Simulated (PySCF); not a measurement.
## Dipole moment and polarisability across levels of theory

Sulfuric acid, H2O4S.
SMILES: `O=S(=O)(O)O`

PySCF, dipoles from the SCF density, polarisabilities from static response with core orbitals frozen. Isolated species at its PBE0-D3(BJ)/def2-SVP geometry (one conformer only).

The anisotropy is √(½[(α1 − α2)² + (α2 − α3)² + (α3 − α1)²]).

| level | μ (D) | α (Å³) | anisotropy (Å³) |
| --- | --- | --- | --- |
| LDA/def2-SVPD | 2.909 | 5.67 | 0.59 |
| PBE/def2-SVPD | 2.859 | 5.69 | 0.60 |
| B3LYP/def2-SVPD | 2.967 | 5.45 | 0.59 |
| PBE0/def2-SVPD | 2.977 | 5.37 | 0.57 |
| BHandHLYP/def2-SVPD | 3.097 | 5.14 | 0.56 |
| CAM-B3LYP/def2-SVPD | 3.020 | 5.37 | 0.58 |
| wB97X-D/def2-SVPD | 3.016 | 5.34 | 0.57 |
| LC-wPBE/def2-SVPD | 3.018 | 5.29 | 0.57 |
| HF/def2-SVPD | 3.278 | 4.80 | 0.53 |
| PBE0/6-31G* | 3.036 | 4.03 | 0.82 |
| PBE0/def2-SVP | 2.947 | 3.90 | 0.94 |
| PBE0/def2-TZVP | 3.018 | 4.73 | 0.74 |

The dipole runs from 2.86 D (PBE/def2-SVPD) to 3.28 D (HF/def2-SVPD). No reference polarisability is at hand; against PBE0 in the largest diffuse basis at hand (def2-SVPD) the other PBE0 rows deviate by 6-31G* -25%, def2-SVP -27%, def2-TZVP -12%. In one basis (def2-SVPD) the functionals order the polarisability from HF (lowest) to PBE (highest), a spread of 19%. With PBE0 the polarisability is 4.22 Å³ without diffuse functions (mean of 6-31G*, def2-SVP and def2-TZVP) and 5.37 Å³ with them (def2-SVPD).
